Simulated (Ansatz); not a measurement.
Stepwise reaction of `F[SiH2]F` with water, as a gas-phase model of exchange steps in deposition or etching. ΔE in kJ/mol; ΔG adds harmonic PBE0-D4 terms to CCSD(T)/CBS, at 1 bar.

Program: Ansatz. Geometries: PBE0-D4/def2-TZVP. ΔE: electronic, gas phase. CCSD(T)/CBS is the MP2 limit (def2-TZVPP, def2-QZVPP) plus CCSD(T) − MP2 in def2-TZVPP, frozen cores. This one scheme is used for every species. Functionals use def2-TZVPP. B3LYP here is the variant with VWN-RPA as its local correlation; programs differ in this. Each species was taken in one conformer, which may not be the lowest.

| step | reaction | PBE-D4 | B3LYP-D4 | ωB97M-V | CCSD(T)/CBS | ΔG(500 K) |
| --- | --- | --- | --- | --- | --- | --- |
| 1 | `F[SiH2]F` + H₂O → `O[SiH2]F` + H–F | 37.2 | 39.9 | 39.4 | 39.7 | 38.2 |

Question: Give the row of step 2, `O[SiH2]F` + H₂O → `O[SiH2]O` + H–F. (Estimate.)

Answer: The calculation gave: 
| step | reaction | PBE-D4 | B3LYP-D4 | ωB97M-V | CCSD(T)/CBS | ΔG(500 K) |
| --- | --- | --- | --- | --- | --- | --- |
| 2 | `O[SiH2]F` + H₂O → `O[SiH2]O` + H–F | 41.0 | 44.0 | 43.5 | 43.2 | 48.6 |

Question: By hand: ΔE of the 2 steps together at CCSD(T)/CBS.

Answer: (39.7) + (43.2) = 82.9 kJ/mol, or 41.5 kJ/mol a step.

In ΔE the steps differ by no more than 3.5 kJ/mol. All are uphill at CCSD(T)/CBS. ΔG lies between 38.2 and 48.6 kJ/mol a step. PBE-D4 differs from CCSD(T)/CBS by -2.5 to -2.2 kJ/mol a step. Isolated molecules leave out the surface, adducts and barriers. Largest T1 diagnostic: 0.012.
